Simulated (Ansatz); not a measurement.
Two shapes of singlet C3.

Shape 1:

```xyz
3

C     0.0000    0.0000   -1.3619
C     0.0000    0.0000    0.0000
C     0.0000    0.0000    1.3619
```

Shape 2:

```xyz
3

C     0.0000    0.0000   -1.2322
C     0.0000    0.0000    0.0000
C     0.0000    0.0000    1.2322
```

Basis set: def2-SVP (spherical functions). Correlated methods keep 3 orbitals frozen. Charge 0, multiplicity 1.

Computed with Ansatz (development build ahead of 0.2.0); each method stands on the lowest determinant of its kind that the runs found.

(1) Which shape is lower in energy, and by how much in each method?

Answers

(1)

```
 method  E(2) − E(1) (eV)
    RHF            -0.283
    UHF            -0.130
RHF-MP2             0.231
UHF-MP2            -0.364
```

The methods disagree on the order. Caution for UHF, UHF-MP2: the unrestricted determinant is spin contaminated; the determinant may break the point group. Caution for UHF-MP2: another reference gives a lower total.
